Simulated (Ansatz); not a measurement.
## How far each method lies from full CI for CH2F2, singlet

Geometry: MP2(full)/6-31G*, from the G2/97 set.

```xyz
5

C     0.0000    0.0000    0.5562
F     0.0000    1.1097   -0.2373
F     0.0000   -1.1097   -0.2373
H    -0.9084    0.0000    1.1600
H     0.9084    0.0000    1.1600
```

Basis STO-3G; Ansatz 0.2.0. Only valence electrons are correlated (noble-gas cores frozen), which leaves 20 electrons in 14 orbitals. Prefix R: restricted or restricted open-shell reference. Active spaces: valence = (16e, 12o, short of the full valence) chosen from the atoms' valence shells.

Full CI is exact within this basis and frozen core; it isn't the basis-set limit.

The UHF ⟨S²⟩ is 0.000 and the T1 diagnostic (RCCSD) is 0.0078. The largest doubles amplitude (RCCSD) is 0.063.

| level | E − E(RHF) (eV) |
| --- | --- |
| RMP2 | -2.2131 |
| RCCSD | -2.9405 |
| RCCSD(T) | -2.9971 |

Estimate how far full CI in STO-3G lies from RCCSD(T). The table doesn't fix it; the size of (T) and the diagnostics are the guide.

Full CI in STO-3G lies 0.38 kcal/mol below RCCSD(T), which is 29 % of the (T) step (-1.31 kcal/mol). The diagnostics give no warning, yet the rest is a sizeable part of (T).

The other levels:

| level | E − E(full CI) (kcal/mol) | share of correlation (%) | wall time |
| --- | --- | --- | --- |
| CISD | 3.89 | 94.41 | 0.12 s |
| BCCD(T) | 0.40 | 99.42 | 0.18 s |
| RCCSDT | 0.02 | 99.98 | – |
| CISDTQ | 0.09 | 99.87 | 0.57 s |
| RCCSDT(Q) | -0.01 | 100.02 | 0.54 s |
| RCCSDTQ | 0.00 | 100.01 | 10 s |
| CASSCF (valence space) | 1.26 | 98.18 | – |
| NEVPT2 (valence space) | 0.37 | 99.46 | 50 s (H100) |
| MRCISD (valence space) | 0.03 | 99.96 | – |
| MRCISD+Q (valence space) | 0.03 | 99.96 | 44 s (H100) |

The correlation energy at full CI, counted from RHF, is -3.014 eV. That run took 1.1 s on 1 thread of AMD EPYC 7R13, shared host over 251,081 determinants.

Times hold each run's SCF and search for its determinant on a shared host, so for small cases they say little of a method's own cost; rows without a card ran on 1 thread of AMD EPYC 7R13.

The full-CI state has the irrep A1 of C2v, in the program's axes.

Natural occupations of full CI about the gap: 1.995 1.984 1.976 1.968 1.965 0.039 0.037 0.024 0.023; effectively unpaired electrons, Σ n²(2−n)², 0.03.

Atomization energy (electronic, same basis, no zero-point term; atoms at the same level, unrestricted beside the R rows where the molecule is a closed shell, with restricted open-shell steps beyond CCSDT(Q)) at full CI: 1606.3 kJ/mol. Errors of other levels:

```tsv
level	error (kJ/mol)
RHF	-237.7
RMP2	-50.0
CISD	-16.3
RCCSD	-7.1
RCCSD(T)	-1.6
BCCD(T)	-1.7
RCCSDT	-0.1
CISDTQ	-0.4
RCCSDT(Q)	0.0
RCCSDTQ	0.0
```

This basis is far from its limit, so the value isn't to be set against a measured one. Truncated CI isn't size-consistent, which counts against it in atomization.
